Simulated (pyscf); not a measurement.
Optimised with ωB97X-D3(BJ)/def2-SVP in PySCF.

Estimate by transition-state theory the rate constant of [H₃C–Zn]• + H₂S -> CH₄ + [HS–Zn]• (doublet surface; C–Zn, H–S broken, C–H, S–Zn formed) at 600 K, with ωB97M-D3(BJ)/def2-TZVP energies (ideal gas, 1 atm, RRHO with modes under 100 cm⁻¹ raised to 100, one conformer, R ln 2 for chiral ones without a mode under 150 cm⁻¹; no tunnelling).

The electronic barrier is 18.0 kcal/mol and the thermal terms add +17.9, so ΔG‡ = 35.9 kcal/mol. With k_BT/h = 1.25e+13 s⁻¹ and RT = 1.192 kcal/mol, and a volume of 8.18e-20 cm³ per molecule at 1 atm, k = 8.6e-20 cm³ molecule⁻¹ s⁻¹. Wigner's tunnelling factor for 1361i cm⁻¹ would be 1.44, likely too low at so high a frequency. A shift of 1 kcal/mol in the barrier changes k by a factor 2.3. This is the saddle that the search found; another between the same sides may lie lower. Elements up to Kr have no core potential and no relativistic terms here.
